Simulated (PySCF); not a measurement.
Species: C4H3N2 (doublet state).
Atom-mapped SMILES: `[H]/[N:4]=[C:3](\[C:2]=[CH2:1])[C:5]#[N:6]` (hydrogens: H7, H8 on C1; H9 on N4)

Cartesian coordinates in Å at the GFN2-xTB level; atoms count from 1:
```xyz
9
C4H3N2 angstrom
C     -1.7414   -0.3400   -0.1922
C     -0.4934   -0.1034   -0.0131
C      0.8373    0.0983    0.2404
N      1.5508   -0.4473    1.1883
C      1.4869    1.0156   -0.6525
N      1.9704    1.7503   -1.3837
H     -2.0980   -1.1327   -0.8380
H     -2.5195    0.2502    0.2755
H      1.0203   -1.0850    1.7774
```

The hyperfine couplings belong to this conformer and change with its torsions.

Method used: PySCF 2.14.0, UKS B3LYP, pcH-1 on C H N, non-relativistic, mean-field spin-orbit, GIAO. Isolated species at its GFN2-xTB geometry, gas phase. A GFN2-xTB geometry isn't a minimum of the functional, and hyperfine couplings can be far from their values at a DFT geometry. Stability of the SCF solution: not tested. ⟨S²⟩ is 0.780 where a pure state has 0.75.

The isotropic 13C couplings are +55.1, -49.6, -43.5, +7.6 MHz. Assign them to C1; C2; C3; C5.

```json
{"site": "C1", "a_iso (MHz)": "-43.5", "ρ(0) (bohr⁻³)": "-0.0387", "position": "1 bond from C2", "distance from C2 (Å)": "1.28", "spin population": "-0.12", "largest |T| (MHz)": "11.2"}
{"site": "C2", "a_iso (MHz)": "+55.1", "ρ(0) (bohr⁻³)": "+0.0490", "position": "largest spin population", "distance from C2 (Å)": "0.00", "spin population": "+0.66", "largest |T| (MHz)": "101.1"}
{"site": "C3", "a_iso (MHz)": "-49.6", "ρ(0) (bohr⁻³)": "-0.0442", "position": "1 bond from N4", "distance from C2 (Å)": "1.37", "spin population": "-0.20", "largest |T| (MHz)": "25.3"}
{"site": "C5", "a_iso (MHz)": "+7.6", "ρ(0) (bohr⁻³)": "+0.0068", "position": "2 bonds from N4", "distance from C2 (Å)": "2.36", "spin population": "+0.02", "largest |T| (MHz)": "1.7"}
```

Match the computed a_iso(14N) values +19.7, -0.8 MHz with the sites N4; N6.

```tsv
site	a_iso (MHz)	ρ(0) (bohr⁻³)	position	distance from C2 (Å)	spin population	largest |T| (MHz)
N4	+19.7	+0.0609	a main spin site	2.40	+0.58	52.7
N6	-0.8	-0.0025	3 bonds from C2	3.37	-0.03	2.8
```

The isotropic 1H couplings, averaged over equivalent nuclei, are +128.3, -37.2 MHz. Assign them to H7/H8; H9.

| site | a_iso (MHz) | ρ(0) (bohr⁻³) | position | distance from C2 (Å) | bound to | spin population there | largest \|T\| (MHz) |
| --- | --- | --- | --- | --- | --- | --- | --- |
| H7/H8 | +128.3 | +0.0287 | 2 bonds from C2, on C1 of spin population -0.12 | 2.08 | C1 | -0.12 | 6.0 |
| H9 | -37.2 | -0.0083 | 1 bond from N4 | 2.54 | N4 | +0.58 | 35.3 |

ρ(0) is the spin density at the nucleus and T the dipolar tensor; entries for several nuclei are means. The Mulliken spin populations are largest on C2 (+0.66), N4 (+0.58), C3 (-0.20) and C1 (-0.12). The positive populations add up to 1.37 and the negative ones to -0.37, together 2S = 1. Main spin sites, with 60 % or more of the largest population: C2, N4; positions count bonds from the nearest.

β density exceeds α density at some nuclei, such as C3 (-0.0442), C1 (-0.0387) and H9 (-0.0083), spin density in bohr⁻³. In a single determinant that takes different orbitals for the two spins, that is spin polarisation.
